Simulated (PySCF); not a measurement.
**Broadened absorption spectrum of C3H3F2N**

Species: C3H3F2N.
SMILES: `N#C[C@@H](F)CF`

The calculation used TDDFT PBE0/def2-SVPD, vertical, gas phase, core orbitals frozen in the response (PySCF). One conformer (not necessarily the lowest) at the PBE0-D3(BJ)/def2-SVP geometry, without solvent, vibrations or thermal averaging. Torsions of this conformer, `[N:1]#[C:2][C@@H:3]([F:4])[CH2:5][F:6]`: C2–C3–C5–F6 170°.

Broadening: Gaussians 0.5 eV wide at half height, area fixed by f = 4.319×10⁻⁹ ∫ε dν̃. The width is an assumption, not a result. The curve ends short of the highest state used, and states not computed would add to its high-energy end.

```csv
E (eV),ε (L mol⁻¹ cm⁻¹)
6.48,0
6.55,0
6.62,1
6.69,1
6.76,3
6.83,6
6.90,11
6.97,17
7.04,24
7.11,31
7.18,36
7.25,38
7.32,37
7.39,34
7.46,32
7.53,35
7.60,45
7.67,62
7.74,84
7.81,108
7.88,134
7.95,161
8.02,193
8.09,236
8.16,295
8.23,368
8.30,446
8.37,518
8.44,580
8.51,649
8.58,767
8.65,998
8.72,1398
8.79,1987
8.86,2726
8.93,3520
```

Q: Locate the maxima and give the states behind the curve.

A: 171 nm (7.25 eV), ε about 38, made up of S1 (98%) (ε in L mol⁻¹ cm⁻¹; maxima over ε = 5, shares over 10%). At its high-energy end, 8.93 eV, the curve is still rising (ε about 3500, from S6, S7 and S8). The states used: S1 7.23 eV (f 0.0007); S2 7.90 eV (f 0.0017); S3 8.13 eV (f 0.0012); S4 8.45 eV (f 0.0089); S5 8.81 eV (f 0.0008); S6 9.01 eV (f 0.030); S7 9.04 eV (f 0.016); S8 9.17 eV (f 0.035); S9 9.45 eV (f 0.056); S10 9.53 eV (f 0.018).

Q: What would ε be at 7.25 eV, the highest of these maxima, with half the width (0.25 eV)?

A: About 73.6 L mol⁻¹ cm⁻¹ against 38, a factor of about 1.9; a lone state at its own centre would give exactly 2.

Q: Does any computed singlet lie in the visible range?

A: No computed singlet lies in the visible range (380 to 750 nm); the lowest, at 171 nm, stands 3.97 eV above its violet end (3.26 eV).

Q: Coming from long wavelengths, where does ε first pass 100 L mol⁻¹ cm⁻¹?

A: At about 159 nm (7.79 eV), 0.55 eV above S1.

All these states lie below the vertical ionisation energy of 12.31 eV (ΔSCF).

On one thread, Arm Neoverse V1, no GPU, shared host, this took 83 s.
